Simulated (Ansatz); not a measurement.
**C2HSi (doublet): from Hartree-Fock to the top rungs, cc-pVDZ**

An exercise on one series of results from a longer session: the logs are not shown, and one member is left open.

Method: cc-pVDZ, core rule «outside noble gas», up to 7 orbitals frozen; program: Ansatz 0.2.0, Gaussian basis.

To be run: UHF; CCSD(T) on ROHF; CCSD(T) on UHF; BCCD(T) on ROHF; CISD as a restricted active space (open shells left free, so some higher excitations enter); CCSDT(Q) on ROHF; CCSDT(Q) on UHF; CASSCF and MRCISD+Q, 9 electrons in 9 orbitals; CASSCF and NEVPT2, 9 electrons in 9 orbitals.

17 further runs of the same task are left out: 6 that didn't finish, 11 set aside as unsound or not needed. Runs told in other sessions of the task aren't counted.

### The geometry

The geometry is a PBE0/def2-TZVP stationary point (not a proven minimum).

4 atoms, charge 0, spin multiplicity 2.

Atoms are counted from 1 here; the program's logs count them from 0.

Bond lengths: C1–Si2 1.809 Å, Si2–C3 1.662 Å, C3–H4 1.076 Å. Angles: C1–Si2–C3 147.7°, Si2–C3–H4 159.6°.

Coordinates:

```xyz
4

C    -0.0125   -0.2771    1.7558
Si   -0.0045    0.2272    0.0182
C     0.0390   -0.2331   -1.5777
H    -0.1927   -0.2517   -2.6288
```

The first run:

File in.yaml:

```yaml
crystal:
  periodic: [false, false, false]
  atoms:
    - {symbol: C, position_ang: [-0.012455, -0.277117, 1.755797]}
    - {symbol: Si, position_ang: [-0.004451, 0.227208, 0.018184]}
    - {symbol: C, position_ang: [0.039031, -0.233056, -1.577710]}
    - {symbol: H, position_ang: [-0.192654, -0.251725, -2.628772]}
basis:
  gaussian: {orbitals: cc-pVDZ}
magnetization: {spin_polarized: true, initial_magnetization: 1}
hamiltonian: {xc: hf}
output: {orbitals: {seedname: orbitals}}
```

Command:

```
ansatz run in.yaml --threads 1 --pin off --events-out ev --progress --plain --max-ram 2393MiB
```

Among the steps run: UHF; CCSD(T) on ROHF; CCSD(T) on UHF; BCCD(T) on ROHF; CISD as a restricted active space (open shells left free, so some higher excitations enter); CCSDT(Q) on ROHF; CCSDT(Q) on UHF; CASSCF and MRCISD+Q, 9 electrons in 9 orbitals; CASSCF and NEVPT2, 9 electrons in 9 orbitals.

One of the session's tables, all rows but one given; the rest of the session is left out.

It belongs to the step «Misses and costs». 

| method | from RCCSDT(Q) (meV) |
| --- | --- |
| ROHF | +10805.7 |
| RMP2 | ? |
| UMP2 | +2879.0 |
| CISD | +2510.5 |
| RCCSD | +1052.6 |
| UCCSD | +1029.7 |
| RCCSD(T) | +267.2 |
| UCCSD(T) | +474.1 |
| BCCD(T) | +286.8 |
| RCCSDT | +205.3 |
| UCCSDT | +228.6 |
| RCCSDT(Q) | 0 |
| UCCSDT(Q) | +21.3 |
| CASSCF frontier | +7064.8 |
| NEVPT2 frontier | +1428.3 |
| MRCISD frontier | +863.8 |
| MRCISD+Q frontier | +198.6 |

Q: Estimate the row for RMP2 from the others.

As computed: from RCCSDT(Q) (meV): +2406.6. In the column «from RCCSDT(Q) (meV)» it lies between NEVPT2 frontier (+1428.3) and CISD (+2510.5).

Left out of the table: UHF (another determinant or state than the rows shown).

Limits of these values: The determinant of HF (⟨S²⟩ 2.41) is far from a pure spin state, so its energy mixes those of several spin states; that is harmless only where they are near-degenerate. The determinant of CCSD(T) (⟨S²⟩ 2.04) is far from a pure spin state, so its energy mixes those of several spin states; high orders of coupled cluster remove much of that, low ones don't. The determinant of CCSDT(Q) (⟨S²⟩ 2.04) is far from a pure spin state, so its energy mixes those of several spin states; high orders of coupled cluster remove much of that, low ones don't. The program flags RCCSD(T), UCCSD(T), BCCD(T) as in doubt, so read those rows with care; the flags are large difference. Warnings: spin contamination; coupled cluster took another determinant than the lowest; large T1 diagnostic. Restricted and unrestricted rows rest on different reference determinants; a gap between their highest levels can come from leftover correlation error, from unlike frozen cores or from another state.
